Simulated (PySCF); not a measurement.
Gas-phase reaction: 3 BH₃ + 2 N = 3 BH + 2 NH₃

Energies from PySCF, thermal terms from the rigid-rotor harmonic-oscillator model, ideal gas at 1 bar. 'Table' is the NASA 1993 thermochemical table (part measured, part estimated). † marks an energy on the PBE0/def2-TZVP geometry and frequencies; other levels use their own. 6-31G* has spherical d functions here. Open shells (unrestricted): N (multiplicity 4); the rest are closed-shell singlets. B3LYP is the form with VWN-RPA correlation. For this reaction the table lies outside the span of B3LYP, CCSD(T), M06-2X, MP2, PBE0, r2SCAN, ωB97M-V, ωB97X-V in their largest bases here; which side is off was not settled. The table's entry may be an old estimate for BH₃, BH (not checked at source).

B3LYP/6-31G* gives ΔH°(298 K) = 142.6 kJ.

### Question
What does B3LYP/def2-TZVP† give, and where does the table lie?

### Answer
B3LYP/def2-TZVP†: 45.3 kJ. Table: -29.3 kJ.
